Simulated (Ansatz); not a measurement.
This script drives Ansatz 0.2.0, Python API.

Script `freq.py`:
```python
"""Harmonic frequencies of BH5SSi at its relaxed geometry."""

import ansatz as az
import numpy as np

GEOMETRY = """
Si   -0.50720    0.75250   -0.60010
B     0.36680   -0.14570    0.80830
S     0.13500   -2.00250    0.97820
H    -1.27220   -0.14940   -1.40310
H     0.43060    1.44830   -1.50140
H    -1.44890    1.82440   -0.02850
H     1.09230    0.45450    1.55960
H     1.29580   -2.23920    0.13120
"""


def main() -> None:
    molecule = az.Crystal.molecule()
    for line in GEOMETRY.strip().splitlines():
        symbol, *xyz = line.split()
        molecule = molecule.atom(symbol, [float(v) for v in xyz])

    base = (
        molecule.calculation()
        .basis(gaussian="6-31G*")
        .functional("HF")
    )
    symbols = [site.symbol for site in molecule.cartesian_sites]
    start = np.array([site.position_ang for site in molecule.cartesian_sites], dtype=float)
    report = base.relax(force_tolerance=0.003).run().report
    end = np.array(report["positions_ang"])

    print("final positions (A) and the move of each atom")
    for symbol, xyz, old in zip(symbols, end, start):
        print(f"{symbol:2s} {xyz[0]:10.5f} {xyz[1]:10.5f} {xyz[2]:10.5f}   {np.linalg.norm(xyz - old):7.4f}")

    # frequencies need a stationary point, so they are taken at the relaxed geometry
    minimum = az.Crystal.molecule()
    for symbol, place in zip(symbols, end):
        minimum = minimum.atom(symbol, place.tolist())
    vibrating = (
        minimum.calculation()
        .basis(gaussian="6-31G*")
        .functional("HF")
        .phonons(temperatures=(200, 600, 100))
    )
    vib = vibrating.run().report["vibrations"]
    sums = vib["harmonic_sums"]
    modes = [m["omega_inv_cm"] for m in sums["modes_at_gamma"] if m["rigid_motion"] == "no"]
    print("frequencies (1/cm):", " ".join(f"{w:.0f}" for w in modes))
    print("imaginary modes:", sum(w < 0 for w in modes), " zero-point energy:", round(sums["zero_point_energy_ev"], 4), "eV")
    print("T (K)   F_vib (eV)   S_vib (meV/K)   C_vib (meV/K)")
    for row in zip(sums["temperatures_k"], sums["vibrational_free_energy_ev"], vib["entropy_ev_per_k"], vib["heat_capacity_ev_per_k"]):
        print(f"{row[0]:6.1f} {row[1]:11.4f} {1000 * row[2]:13.4f} {1000 * row[3]:15.4f}")


if __name__ == "__main__":
    main()
```

It is started by `python freq.py`. Estimate its wall time and peak memory on 1 thread of Arm Neoverse V1 (shared host).

It took about 62 s, with a peak of 0.19 GiB, for 2 runs of the engine.

```console
$ python freq.py
final positions (A) and the move of each atom
Si   -0.63374    0.89124   -0.68963    0.2080
B     0.52104   -0.27905    0.51573    0.3566
S     0.38461   -2.06372    0.44492    0.5920
H    -1.52813    0.10038   -1.56046    0.3907
H     0.23539    1.72902   -1.54547    0.3448
H    -1.46293    1.79130    0.14228    0.1745
H     1.29668    0.19599    1.27835    0.4332
H     1.27928   -2.42226    1.35848    1.2410
frequencies (1/cm): 91 188 397 518 620 674 842 875 961 1000 1032 1038 1170 2354 2358 2369 2772 2901
imaginary modes: 0  zero-point energy: 1.3738 eV
T (K)   F_vib (eV)   S_vib (meV/K)   C_vib (meV/K)
 200.0      1.3541        0.2352          0.2976
 300.0      1.3228        0.3922          0.4892
 400.0      1.2754        0.5566          0.6559
 500.0      1.2116        0.7176          0.7868
 600.0      1.1321        0.8707          0.8914
```

The frequencies are harmonic and unscaled, in a modest basis.
